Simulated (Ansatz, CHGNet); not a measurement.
For rock-salt CaO, the machine-learned potential CHGNet-r²SCAN (trained on r²SCAN data) gives:

```
Property                      Value
-------------------------  --------
lattice constant a          4.809 Å
elastic constant C11        201 GPa
elastic constant C44       51.5 GPa
polycrystal shear modulus  56.8 GPa
```

Q: What does HSE06 in Ansatz (plane waves, PAW) give for the same quantities?

A: 
- lattice constant a: 4.798 Å (falls by 0.2 %)
- elastic constant C11: 221 GPa (goes up by 10.0 %)
- elastic constant C44: 81.1 GPa (goes up by 57 %)
- Voigt–Reuss–Hill shear modulus: 80.4 GPa (goes up by 42 %)

For comparison: lattice constant a 4.781 Å (measured, zero-point anharmonic expansion removed; as tabulated in Chen et al. (2018), doi:10.1103/physrevmaterials.2.073803); elastic constant C11 219 GPa (measured, room temperature, not corrected to a static lattice; as tabulated in Speziale et al. (2006), doi:10.1029/2005jb003823); elastic constant C44 80 GPa (measured, room temperature, no zero-point or thermal correction; as tabulated in Speziale et al. (2006), doi:10.1029/2005jb003823).

Changes are worked out from the printed values.

Unless a cell is named, each level is at its own relaxed cell (CHGNet-r²SCAN 13.90, HSE06 13.81 Å³/atom).

Ansatz's density-functional and Hartree–Fock values are scalar-relativistic unless marked +SOC, with PAW data made under PBE.

Ansatz is a program for electronic structure.
